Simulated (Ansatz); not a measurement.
Dissociation curve of SMILES CC#N (C2H3N). The C1–H6 bond (C1 also carries C, H, H; H6 carries nothing else) is varied alone, starting from the PBE0/def2-TZVP optimised geometry.

Calculation: unrestricted PBE/def2-TZVP in Ansatz (an electronic-structure program).

The batch members p0 to p7 hold the bond at 0.87, 0.93, 0.97, 1.02, 1.07, 1.09, 1.12, 1.16 Å.

Ansatz input:

Ansatz 0.2 input:
```yaml
# input.yaml
basis:
  gaussian: { orbitals: def2-tzvp }
hamiltonian:
  xc: pbe
batch:
  members: [p0.yaml, p1.yaml, p2.yaml, p3.yaml, p4.yaml, p5.yaml, p6.yaml, p7.yaml]

# p4.yaml, one of the 8 members of this batch
crystal:
  periodic: [false, false, false]
  atoms:
    - { symbol: C, position_ang: [0.0, 0.0, 0.0] }
    - { symbol: C, position_ang: [1.16948438, -0.69624158, -0.49818447] }
    - { symbol: N, position_ang: [2.096638, -1.24821807, -0.8931926] }
    - { symbol: H, position_ang: [0.0, 1.03254806, -0.3521344] }
    - { symbol: H, position_ang: [-0.90771877, -0.49213918, -0.3521369] }
    - { symbol: H, position_ang: [0.0, 0.0, 1.07] }
total_charge: 0
magnetization:
  spin_polarized: true
```

Lines of the output on each member:

```
Member 0: Total energy: -3607.83598199 eV, -132.5855268591 hartree
Member 1: Total energy: -3608.53724964 eV, -132.6112979697 hartree
Member 2: Total energy: -3608.83424946 eV, -132.6222125121 hartree
Member 3: Total energy: -3609.06022740 eV, -132.6305170480 hartree
Member 4: Total energy: -3609.16148994 eV, -132.6342383779 hartree
Member 5: Total energy: -3609.17417649 eV, -132.6347045998 hartree
Member 6: Total energy: -3609.16859366 eV, -132.6344994348 hartree
Member 7: Total energy: -3609.12248176 eV, -132.6328048535 hartree
```

The unrestricted determinant behind UKS-PBE is spin-contaminated at 2.19 to 3.29 Å (<S²> up to 1.0, against 0.00 for a pure singlet).
